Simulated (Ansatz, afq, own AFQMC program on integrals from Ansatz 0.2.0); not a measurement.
**CH₂Ge, singlet: AFQMC among the cluster methods**

```xyz
4

Ge    0.0000    0.0000    0.3030
C     0.0000    0.0000   -1.4834
H     0.0000   -0.9122   -2.0790
H     0.0000    0.9122   -2.0790
```

Connectivity, by distances: Ge–CH2.

Basis cc-pVDZ. Noble-gas cores (and the filled d shells of Ga–Kr and In–Xe) are frozen. Ansatz 0.2.0 and our own AFQMC program on the same integrals; the CISD trial comes from CCSD amplitudes, and released means the phaseless constraint is let go. Error bars are statistical, one sigma. No spin–orbit coupling.

Determinant: UHF, the one that the program's search chose, which needn't be the lowest solution. The geometry is a PBE0/def2-TZVP stationary point of this or a neighbouring charge and spin state.

No full CI on the walks' own integrals is used here; CCSDT(Q) serves as the reference and is uncertain by about the last step of the cluster series.

Cautions: no relativity below Rb; no spin-orbit coupling; inner d shell frozen; higher spins were not checked; an unrestricted solution with more broken spin lies lower (127 meV, ⟨S²⟩ 0.40), while this determinant keeps restricted orbitals.

The T1 diagnostic is 0.0157 and the weight of the determinant in the CISD state is 0.863. The ⟨S²⟩ of the determinant is 0.000 and the size of the correlated space is 10 electrons in 36 orbitals.

Reference: CCSDT(Q), correlation energy -6.838 eV. The released energy is read at 2.40 1/Eh (meV from the phaseless value at times in 1/Eh: 10 ± 15 at 0.24, 3 ± 12 at 0.51, 25 ± 14 at 0.99, 25 ± 16 at 1.62, 28 ± 17 at 2.40).

| level | E − E(reference) (meV) | share of correlation (%) |
| --- | --- | --- |
| HF | 6837.8 | 0.00 |
| MP2 | 1040.5 | 84.78 |
| CCSD | 304.7 | 95.54 |
| CCSD(T) | 46.1 | 99.33 |
| CCSDT | 23.5 | 99.66 |
| ph-AFQMC/HF | 43.0 ± 73.3 | 99.37 |
| ph-AFQMC/CISD | -11.8 ± 16.2 | 100.17 |
| released AFQMC | 15.8 ± 17.3 | 99.77 |

A walk keeps the symmetry of its determinant, which the program's search chose and which needn't be the lowest solution, so a lower state of the same spin and another symmetry isn't excluded. Released energies are given only where the last usable release times agree within the noise; a slower fall can still hide under it.
